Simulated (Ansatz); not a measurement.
**CH₅BO: basis-set convergence**

An exercise on one series of results from a longer session: the logs are not shown, and one member is left open.

Method: one geometry, several basis sets; program: Ansatz 0.2.0, Gaussian basis.

Plan: PBE0-D4/def2-SVP; ωB97M-V/def2-SVP; PBE0-D4/def2-QZVPP; ωB97M-V/def2-QZVPP; the functionals' def2-TZVPP values are taken from earlier runs.

1 further run of the same task is left out (it didn't finish).

## Structure used throughout

All runs share one geometry, relaxed beforehand with PBE0-D4 in a triple-zeta def2 set.

8 atoms, charge 0, spin multiplicity 1.

Atoms are counted from 1 here; the program's logs count them from 0.

Bond lengths: B1–O2 1.339 Å, B1–H4 1.204 Å, B1–H5 1.197 Å, O2–C3 1.413 Å, C3–H6 1.094 Å, C3–H7 1.092 Å, C3–H8 1.092 Å. Angles: O2–B1–H4 120.2°, O2–B1–H5 116.9°, H4–B1–H5 122.9°, B1–O2–C3 122.3°, O2–C3–H6 111.3°, O2–C3–H7 108.8°, O2–C3–H8 108.9°, H6–C3–H7 109.6°, H6–C3–H8 109.6°, H7–C3–H8 108.7°.

The first run:

in.yaml reads:

```yaml
crystal:
  periodic: [false, false, false]
  atoms:
    - {symbol: B, position_ang: [-0.618958, 0.827451, -0.859355]}
    - {symbol: O, position_ang: [0.526860, 0.427746, -0.294134]}
    - {symbol: C, position_ang: [0.577916, -0.627647, 0.644658]}
    - {symbol: H, position_ang: [-1.655678, 0.285896, -0.574806]}
    - {symbol: H, position_ang: [-0.550898, 1.730637, -1.641185]}
    - {symbol: H, position_ang: [-0.416150, -1.046529, 0.825004]}
    - {symbol: H, position_ang: [1.239449, -1.407596, 0.262722]}
    - {symbol: H, position_ang: [0.989560, -0.246959, 1.581394]}
basis:
  gaussian: {orbitals: def2-SVP}
hamiltonian: {xc: pbe0, dispersion: d4}
output: {orbitals: {seedname: orbitals}}
```

Started as:

```bash
$ ansatz run in.yaml --threads 4 --pin off --events-out ev --progress --plain --max-ram 10444MiB
```

Among the steps run: PBE0-D4 in def2-SVP; ωB97M-V in def2-SVP; PBE0-D4 in def2-QZVPP; ωB97M-V in def2-QZVPP.

One table of the session follows, with a row left open; its other results are not shown here.

| functional | basis | HOMO (eV) | LUMO (eV) |
| --- | --- | --- | --- |
| PBE0-D4 | def2-SVP | -8.50 | -0.10 |
| PBE0-D4 | def2-TZVPP | -8.60 | -0.35 |
| PBE0-D4 | def2-QZVPP | -8.62 | -0.43 |
| ωB97M-V | def2-SVP | ? | ? |
| ωB97M-V | def2-TZVPP | -10.96 | 1.48 |
| ωB97M-V | def2-QZVPP | -10.98 | 1.21 |

Estimate the missing values for ωB97M-V, def2-SVP.

**Answer.** HOMO (eV): -10.82; LUMO (eV): 1.99. In the column «HOMO (eV)» it lies between ωB97M-V, def2-TZVPP (-10.96) and PBE0-D4, def2-QZVPP (-8.62).
